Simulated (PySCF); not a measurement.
Isomers of C2H5NO and their computed core-level spectra.

Theory: PySCF, delta-SCF UKS SCAN, pcX-2 on the ionised atom, pcseg-1 elsewhere, spin-free X2C. Geometries: PBE0-D3(BJ)/def2-SVP; isolated species, one conformer each.

Line lists (1s up to Mg, 2p3/2 beyond; areas count atoms within a level, one atom standing for each set equivalent by bonding):
1. C 1s: 292.13 (area 1), 293.80 (area 1) eV; N 1s: 406.20 eV; O 1s: 537.15 eV
2. C 1s: 291.22 (area 1), 294.00 (area 1) eV; N 1s: 406.14 eV; O 1s: 536.98 eV
3. C 1s: 292.53 (area 1), 292.57 (area 1) eV; N 1s: 405.16 eV; O 1s: 538.51 eV
4. C 1s: 291.09 (area 1), 291.53 (area 1) eV; N 1s: 406.16 eV; O 1s: 539.35 eV

Structures:
A. `[H]/N=C/CO`
B. `CC(N)=O`
C. `CNC=O`
D. `C/C=N\O`

Problem. Match each list to its structure.

Solution. 
- 1 = C: another candidate has the same counts of sites, so positions decide. C 1s: 292.13 N-methyl carbon, 293.80 amide carbonyl carbon; N 1s: 406.20 amide nitrogen; O 1s: 537.15 amide oxygen.
- 2 = B: another candidate has the same counts of sites, so positions decide. C 1s: 291.22 methyl carbon next to a carbonyl, 294.00 amide carbonyl carbon; N 1s: 406.14 amide nitrogen; O 1s: 536.98 amide oxygen.
- 3 = A: another candidate has the same counts of sites, so positions decide. C 1s: 292.53 imine carbon, 292.57 carbinol carbon (C–OH); N 1s: 405.16 imine nitrogen; O 1s: 538.51 alcohol oxygen.
- 4 = D: another candidate has the same counts of sites, so positions decide. C 1s: 291.09 methyl carbon, 291.53 C=N carbon; N 1s: 406.16 oxime nitrogen; O 1s: 539.35 hydroxyl oxygen.
